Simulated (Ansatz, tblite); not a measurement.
**SiHMe2(SiH3) (C2H10Si2): rung by rung**

An exercise on one series of results from a longer session: the logs are not shown, and one member is left open.

Program: Ansatz 0.2.0, Gaussian basis. Level of theory: as each input shows. These are calculated values, not measurements.

Plan: GFN1-xTB, GFN2-xTB, PBE-D4/def2-TZVP, r2SCAN-D4/def2-TZVP, ωB97M-V/def2-TZVP, revPBE-D4/def2-TZVP, B3LYP-D4/def2-TZVP, PBE-QIDH/def2-TZVP, LC-ωPBE/def2-TZVP, ωB97X-V/def2-TZVP, LDA/def2-TZVP, PBE-D4/def2-SVP, PBE0-D4/def2-SVP, PBE0-D4/def2-TZVPD, PBE-D4/def2-TZVPD, r2SCAN-D4/def2-TZVPD, CCSD(T)/def2-TZVP, RPA/def2-TZVP.

## The geometry

The geometry is that of the singlet, from an earlier relaxation (PBE-D4/def2-SVP).

14 atoms, charge 0, spin multiplicity 1.

Bond lengths: Si1–H2 1.511 Å, Si1–C3 1.896 Å, Si1–C7 1.896 Å, Si1–Si11 2.357 Å, C3–H4 1.109 Å, C3–H5 1.110 Å, C3–H6 1.109 Å, C7–H8 1.109 Å, C7–H9 1.109 Å, C7–H10 1.110 Å, Si11–H12 1.508 Å, Si11–H13 1.510 Å, Si11–H14 1.508 Å. Angles: H2–Si1–C3 109.1°, H2–Si1–C7 109.0°, H2–Si1–Si11 108.0°, C3–Si1–C7 110.9°, C3–Si1–Si11 109.8°, C7–Si1–Si11 109.9°, Si1–C3–H4 111.2°, Si1–C3–H5 110.6°, Si1–C3–H6 110.8°, H4–C3–H5 108.0°, H4–C3–H6 108.0°, H5–C3–H6 108.1°, Si1–C7–H8 111.1°, Si1–C7–H9 110.9°, Si1–C7–H10 110.6°, H8–C7–H9 108.0°, H8–C7–H10 108.0°, H9–C7–H10 108.0° and more.

PBE0-D4/def2-TZVP was run before; its log isn't repeated, and its numbers join the tables.

Set-up of the first run:

Tight binding, by tblite at 300 K electronic temperature and without a spin-polarisation term:

```python
tblite.interface.Calculator('GFN1-xTB', numbers, positions, charge=0, uhf=0).singlepoint()
```

Tight binding, by tblite at 300 K electronic temperature and without a spin-polarisation term:

```python
tblite.interface.Calculator('GFN2-xTB', numbers, positions, charge=0, uhf=0).singlepoint()
```

start.molden holds the orbitals of an earlier run on this state, given as this run's starting guess.

The input, in.yaml:

```yaml
crystal:
  periodic: [false, false, false]
  atoms:
    - {symbol: Si, position_ang: [0.082956, 0.143510, 0.548718]}
    - {symbol: H, position_ang: [0.077947, 0.135443, 2.059559]}
    - {symbol: C, position_ang: [1.876745, 0.127986, -0.066495]}
    - {symbol: H, position_ang: [2.421463, -0.762717, 0.307106]}
    - {symbol: H, position_ang: [2.417798, 1.031787, 0.282254]}
    - {symbol: H, position_ang: [1.913079, 0.111932, -1.174954]}
    - {symbol: C, position_ang: [-0.830235, 1.688255, -0.064576]}
    - {symbol: H, position_ang: [-1.871107, 1.714708, 0.316930]}
    - {symbol: H, position_ang: [-0.870550, 1.710883, -1.172752]}
    - {symbol: H, position_ang: [-0.315485, 2.609092, 0.279447]}
    - {symbol: Si, position_ang: [-1.033986, -1.794919, -0.192661]}
    - {symbol: H, position_ang: [-0.403930, -3.046486, 0.364452]}
    - {symbol: H, position_ang: [-0.977881, -1.884801, -1.698479]}
    - {symbol: H, position_ang: [-2.486816, -1.784663, 0.211453]}
basis:
  gaussian: {orbitals: def2-TZVP, initial_orbitals: start.molden}
hamiltonian: {xc: pbe, dispersion: d4}
scf: {omitted_lower_state_checks: [starts]}
output: {forces: true, orbitals: {seedname: orbitals}}
```

Started as:

```
$ ansatz run in.yaml --threads 4 --pin off --events-out ev --progress --plain --max-ram 3916MiB
```

Steps of the session up to this table: PBE-D4/def2-TZVP; r2SCAN-D4/def2-TZVP; ωB97M-V/def2-TZVP; revPBE-D4/def2-TZVP; B3LYP-D4/def2-TZVP; PBE-QIDH/def2-TZVP; LC-ωPBE/def2-TZVP; ωB97X-V/def2-TZVP; LDA/def2-TZVP; PBE-D4/def2-SVP; PBE0-D4/def2-SVP; PBE0-D4/def2-TZVPD; PBE-D4/def2-TZVPD; r2SCAN-D4/def2-TZVPD; CCSD(T)/def2-TZVP; RPA/def2-TZVP.

One of the session's tables, all rows but one given; the rest of the session is left out.

It belongs to the step «Binding energy». 

```
              method  binding an atom (eV)
        HF/def2-TZVP                 2.718
       LDA/def2-TZVP                 3.914
     PBE-D4/def2-SVP                 3.542
    PBE-D4/def2-TZVP                 3.537
   PBE-D4/def2-TZVPD                 3.538
 revPBE-D4/def2-TZVP                 3.485
 r2SCAN-D4/def2-TZVP                 3.536
r2SCAN-D4/def2-TZVPD                 3.536
  B3LYP-D4/def2-TZVP                 3.535
    PBE0-D4/def2-SVP                 3.528
   PBE0-D4/def2-TZVP                 3.522
  PBE0-D4/def2-TZVPD                 3.523
   LC-ωPBE/def2-TZVP                 3.505
   ωB97X-V/def2-TZVP                 3.552
   ωB97M-V/def2-TZVP                 3.534
       MP2/def2-TZVP                 3.390
      CCSD/def2-TZVP                     ?
   CCSD(T)/def2-TZVP                 3.409
```

**Question.** Estimate the row for CCSD/def2-TZVP.

As computed: binding an atom (eV): 3.380. In the column «binding an atom (eV)» it lies between HF/def2-TZVP (2.718) and MP2/def2-TZVP (3.390).

Limits of these values: Free atoms were run apart at each level; binding is atoms less cluster, divided by the number of atoms, without zero-point or spin-orbit terms.
